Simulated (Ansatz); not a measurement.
Ansatz (an electronic-structure program) input (CAM-B3LYP/def2-TZVPD):

Ansatz 0.2 input:
```yaml
crystal:
  periodic: [false, false, false]
  atoms:
    - {symbol: Na, position_ang: [-0.00000000, -0.00000000, -1.52231061]}
    - {symbol: Cl, position_ang: [0.00000000, 0.00000000, 0.98502451]}
basis:
  gaussian:
    orbitals: def2-TZVPD
hamiltonian:
  xc: {name: CAM-B3LYP}
total_charge: -1
magnetization: {spin_polarized: true, initial_magnetization: 1}
output: {forces: true}
```

Output:

```
Functional definition: CAM-B3LYP
integrals: 0.03 GiB planned
614 factors; their error is unknown
integrals: 0.06 GiB planned
210 factors; integrals over basis functions are off by at most 4.3e-5 eV
mean field: 0.32 GiB planned
mean field evaluation 1: about -16940.3619 eV, gradient 1.8e1 eV
mean field evaluation 2: about -16941.0096 eV, gradient 1.8e1 eV
mean field evaluation 4: about -16942.1159 eV, gradient 3.9e-1 eV
mean field evaluation 8: about -16942.1226 eV, gradient 6.1e-2 eV
mean field evaluation 16: about -16942.1616 eV, gradient 9.3e-5 eV
mean field -16942.16155758 eV, -622.6129534314 hartree, gradient 2.8e-5 eV, S^2 0.750120; 4 other end points of the search recorded, 0 dependent functions left out
the calculation of the forces begins
reference -16942.16166340 eV, -622.6129573201 hartree; 15, 14 occupied and 66, 67 virtual orbitals, 614 factors
Total energy: -16942.16166340 eV, -622.6129573201 hartree
Atom 0 at    -0.000000    -0.000000    -1.522311 Å, force    -0.000000    -0.000000     0.026649 eV/Å
Atom 1 at     0.000000     0.000000     0.985025 Å, force     0.000000     0.000000    -0.026649 eV/Å
Dipole moment:    -0.000000     0.000000     0.771729 e Å
```
